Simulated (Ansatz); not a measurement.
# What a trial cell of KMg2Ti relaxes into

Computed with Ansatz, DFT PBE, scalar-relativistic, plane waves, PAW. Cutoff 420 eV, Γ-centred k mesh, Gaussian smearing, no spin polarisation in the final step.

This is the end of a relaxation of cell and atoms.

```xyz
8
Lattice="3.2266 0.0000 0.0000 -1.6133 2.7943 0.0000 0.0000 0.0000 22.9927" Properties=species:S:1:pos:R:3 pbc="T T T"
K     0.0000    1.8629   17.2445
K     1.6133    0.9314    5.7482
Mg    0.0000    1.8629    9.0725
Mg    1.6133    0.9314   20.5688
Mg    1.6133    0.9314   13.9201
Mg    0.0000    1.8629    2.4238
Ti    0.0000    0.0000   11.4963
Ti    0.0000    0.0000    0.0000
```

The zero of energy is the elements' standard structures at the same level; no fitted shifts are applied.

(1) What space group does it have?

(2) What is its formation energy per atom?

(3) Is it a metal?

Answers

(1) P6_3/mmc (No. 194). Conventional cell: a = 3.227 Å, c = 22.993 Å. K has 6 K at 3.23 Å and 6 Mg at 3.81 Å; around Mg lie 3 Ti at 3.06 Å and 6 Mg at 3.23 Å (next K at 3.81 Å); Ti has 6 Mg at 3.06 Å and 6 Ti at 3.23 Å.

(2) 0.42 eV/atom.

(3) Yes, bands cross the Fermi level on the 12×12×2 mesh.

The final run used a 12×12×2 mesh on its 8-atom cell and 0.10 eV smearing. For metals, differences of a few meV/atom aren't resolved. The cell came from a trial start, so KMg2Ti may not exist in this structure.

Cost: 3 runs of about 2.4 core-minutes in all, on Arm Neoverse V2 (shared hosts).